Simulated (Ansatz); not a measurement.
A calculation on wurtzite ZnO returned lattice constant a 3.250 Å, lattice parameter c 5.222 Å, cohesive energy 3.49 eV/atom.

For reference: lattice constant a 3.248 Å (measured, 4 K, zero-point motion not removed; as tabulated in arXiv:1206.3780); lattice parameter c 5.204 Å (measured, 4 K, zero-point motion not removed; as tabulated in arXiv:1206.3780); cohesive energy 3.8 ± 0.03 eV/atom (worked out here from tabulated enthalpies at 298 K, copied from a table, unchecked, brought to a static lattice with a Debye model, atoms in their spin–orbit ground levels; inputs from the CRC Handbook).

Problem. Which level of theory produced these numbers?
A. HSE06 (Ansatz, a quantum-chemistry and plane-wave program)
B. BLYP (Ansatz)
C. r²SCAN-D4 (Ansatz)
D. r²SCAN0 (Ansatz)

Solution. A, HSE06 (Ansatz)

The others give: r²SCAN0 3.225 Å, 5.174 Å, 3.65 eV/atom; BLYP 3.312 Å, 5.358 Å, 3.19 eV/atom; r²SCAN-D4 3.226 Å, 5.195 Å, 3.89 eV/atom.

Unless a cell is named, each level is at its own relaxed cell (BLYP 12.73, HSE06 11.94, r²SCAN-D4 11.71, r²SCAN0 11.65 Å³/atom).

Ansatz's density-functional and Hartree–Fock values are scalar-relativistic unless marked +SOC, with PAW data made under PBE.
